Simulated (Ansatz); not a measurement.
SiCl2. Total charge 0; singlet. Geometry r2SCAN-D4/def2-TZVP; atoms count from 1.

Cartesian coordinates in Å:
```
Si 0.4158 0.7495 0.1956
Cl 1.1360 -1.2052 0.2272
Cl -1.5518 0.4557 -0.4228
```

(1) Estimate the Mulliken populations from the PBE0/def2-TZVP orbitals of Ansatz.

(2) And the Mayer bond orders between heavy atoms (over 0.3)?

## Answers

(1) 
```csv
atom,charge (e)
Si1,0.42
Cl2,-0.21
Cl3,-0.21
```
Mulliken values depend strongly on the basis.

(2) Si1–Cl2 1.21 (2.08 Å); Si1–Cl3 1.21 (2.08 Å).
